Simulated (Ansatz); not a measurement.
Cartesian coordinates in Å:
```
F -0.864 -2.217 -0.837
C -0.373 -1.035 -0.503
C 0.602 -0.338 -1.072
N 0.611 0.960 -0.481
C -0.143 0.800 0.768
N -1.061 -0.303 0.469
H 1.170 -0.571 -1.956
H 1.544 1.304 -0.301
H 0.523 0.533 1.609
H -0.688 1.712 1.022
H -1.320 -0.844 1.283
```

Total charge 0; spin multiplicity 1.

(1) List the B3LYP/def2-TZVPP orbital energies in eV (Ansatz 0.2.0). (An estimate is asked.)

Answers

(1) Computed: Occupied: -672.23, -390.02, -389.75, -279.44, -278.67, -277.18, -33.87, -26.95, -23.86, -20.45, -17.71, -16.45, -15.66, -13.68, -13.20, -13.04, -12.48, -12.17, -11.18, -10.67, -8.77, -8.26, -4.95. Lowest empty: 0.58, 1.07, 1.26, 2.23, 2.39, 2.68, 2.92, 3.87.

B3LYP here is the variant with VWN-RPA as its local correlation; programs differ in this.
